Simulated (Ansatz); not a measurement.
# BH₃ (triplet): the correlation ladder at distance B1–H3 = 2.644 Å, cc-pVDZ

Aim: climb from Hartree-Fock through coupled cluster and multireference methods for BH₃ (triplet) at one geometry and basis, and see what each rung misses.

Computed with Ansatz 0.2.0, Gaussian basis. Level: cc-pVDZ, core rule «outside noble gas», up to 1 orbitals frozen.

Plan: UHF; CCSD(T) on ROHF; CCSD(T) on UHF; BCCD(T) on ROHF; CISD; CCSDT(Q) on ROHF; CCSDT(Q) on UHF; CASSCF and MRCISD+Q, 4 electrons in 4 orbitals; CASSCF and NEVPT2, 4 electrons in 4 orbitals; CASSCF and MRCISD+Q, 6 electrons in 7 orbitals; CASSCF and NEVPT2, 6 electrons in 7 orbitals; Full CI.

16 further runs of the same task are left out: 15 that didn't finish, 1 set aside as unsound or not needed.

### 1 What is computed

The geometry derives from a PBE0/def2-TZVP stationary point (not a proven minimum). One bond is set to the value named and the two fragments are kept rigid.

4 atoms, charge 0, spin multiplicity 3.

Atoms are counted from 1 here; the program's logs count them from 0.

Bond lengths: B1–H2 1.281 Å, B1–H4 1.281 Å. Angles: H2–B1–H4 49.8°.

### 2 UHF

Input file in.yaml:

```yaml
crystal:
  periodic: [false, false, false]
  atoms:
    - {symbol: B, position_ang: [-0.179727, 0.000014, 0.004950]}
    - {symbol: H, position_ang: [0.246583, 0.539093, -1.075989]}
    - {symbol: H, position_ang: [1.434634, -0.000112, 2.098888]}
    - {symbol: H, position_ang: [0.246500, -0.539128, -1.075990]}
basis:
  gaussian: {orbitals: cc-pVDZ}
magnetization: {spin_polarized: true, initial_magnetization: 2}
hamiltonian: {xc: hf}
output: {orbitals: {seedname: orbitals}}
```

Started as:

```sh
$ ansatz run in.yaml --threads 1 --pin off --events-out ev --progress --plain --max-ram 2393MiB
```

The runs that follow: CCSD(T) on ROHF; CCSD(T) on UHF; BCCD(T) on ROHF; CISD; CCSDT(Q) on ROHF; CCSDT(Q) on UHF; CASSCF and MRCISD+Q, 4 electrons in 4 orbitals; CASSCF and NEVPT2, 4 electrons in 4 orbitals; CASSCF and MRCISD+Q, 6 electrons in 7 orbitals; CASSCF and NEVPT2, 6 electrons in 7 orbitals; Full CI.

Q: Predict the results of all the runs planned. Wanted: FCI below the RHF energy; RMP2 from FCI; UMP2 from FCI; RCCSD from FCI; RCCSD(T) from FCI; UCCSD(T) from FCI; RCCSDT(Q) from FCI; UCCSDT(Q) from FCI; NEVPT2 pair from FCI.

**Answer**, as computed:

| quantity | value |
| --- | --- |
| FCI below the RHF energy | -3.2597 eV |
| RMP2 from FCI | +1024.3 meV |
| UMP2 from FCI | +960.5 meV |
| RCCSD from FCI | +158.8 meV |
| RCCSD(T) from FCI | +63.2 meV |
| UCCSD(T) from FCI | +64.7 meV |
| RCCSDT(Q) from FCI | +0.9 meV |
| UCCSDT(Q) from FCI | +1.0 meV |
| NEVPT2 pair from FCI | +684.9 meV |
| MRCISD+Q pair from FCI | +72.6 meV |
| NEVPT2 valence from FCI | +437.3 meV |
| levels within 1 kcal/mol (43 meV) | RCCSDT, UCCSDT, RCCSDT(Q), UCCSDT(Q), MRCISD+Q valence |
| T1 diagnostic | 0.081 |
| effectively unpaired electrons | 2.34 |

**Reading.** RCCSD(T) lands +63.2 meV from the yardstick (1.9 % of the correlation energy). The occupations show some static correlation. Of the multireference levels listed MRCISD+Q valence comes nearest in total energy (+24.1 meV), which doesn't show that its space is the better one. Coupled cluster took another determinant than the lowest Hartree-Fock one. These misses are within one basis, not against nature; the frozen cores of restricted and unrestricted runs differ, which can shift their rows.
